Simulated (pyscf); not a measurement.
## Four-centre exchange: trimethylgallium (H₃C–Ga(CH₃)–CH₃) + silanol (HO–SiH₃) → methane (CH₄) + H₃C–Ga(CH₃)–O–SiH₃

Gas phase, singlet surface, charge 0. Bonds broken: C1–Ga2, O14–H16. Bonds formed: C1–H16, Ga2–O14. Structures and frequencies: ωB97X-D3(BJ)/def2-SVP in PySCF.

Transition state (Å):

```xyz
19

C      0.7234     0.9845    -1.7224
Ga    -0.9113     0.5725    -0.3319
C     -2.3865    -0.3022    -1.2765
C     -0.9230     1.9369     1.0806
H      0.9813     0.3420    -2.5792
H      0.0180     1.7340    -2.1332
H      1.6102     1.5586    -1.4101
H     -2.0009    -1.0456    -1.9907
H     -2.9960     0.4284    -1.8327
H     -3.0522    -0.8207    -0.5679
H     -1.4703     2.8382     0.7604
H      0.1008     2.2389     1.3518
H     -1.4187     1.5560     1.9885
O      0.4845    -0.8151     0.1603
Si     1.3161    -1.0139     1.5951
H      0.7948    -0.0763    -0.7301
H      0.3332    -1.1537     2.7077
H      2.1689    -2.2338     1.5296
H      2.1889     0.1695     1.8618
```

One imaginary mode, 1357i cm⁻¹; descent along it reached the two sides named, in the forms told below.

```csv
bond,change,reactant side (Å),saddle,product side
C1–Ga2,breaks,1.989,2.185,3.1
O14–H16,breaks,0.965,1.198,2.597
C1–H16,forms,2.9,1.454,1.101
Ga2–O14,forms,2.195,2.029,1.811
```

Electronic energies relative to the separated reactants (eV):

```csv
level,barrier,reaction energy,reverse barrier
ωB97X-D3(BJ)/def2-TZVP,0.26,-1.23,1.49
PBE/def2-TZVP,0.27,-1.13,1.40
r²SCAN/def2-TZVP,0.16,-1.24,1.40
B3LYP-D3(BJ)/def2-TZVP,0.30,-1.25,1.55
PBE0-D3(BJ)/def2-TZVP,0.22,-1.16,1.37
M06-2X/def2-TZVP,0.20,-1.29,1.49
ωB97M-D3(BJ)/def2-TZVP,0.35,-1.18,1.53
HF/def2-TZVP,1.03,-1.33,2.36
```

With ωB97M-D3(BJ)/def2-TZVP energies and thermal terms (ideal gas, 1 atm, RRHO with modes under 100 cm⁻¹ raised to 100, one conformer, R ln 2 for chiral ones without a mode under 150 cm⁻¹), in eV:

```csv
T (K),ΔH‡,ΔG‡,ΔH,ΔG
298,0.28,0.81,-1.14,-1.05
600,0.30,1.35,-1.16,-0.94
900,0.33,1.86,-1.17,-0.83
1200,0.36,2.37,-1.18,-0.71
```

On the reactant side the descent ends in an adduct with a Ga–O contact, 0.57 eV under the separated species and 0.83 eV under the saddle at ωB97X-D3(BJ)/def2-TZVP. What is counted as formed (Ga–O) is already present as a longer contact in the reactant adduct; forming that adduct is a step of its own. One saddle was located; it need not be the lowest between these sides. Elements up to Kr have no core potential and no relativistic terms here.
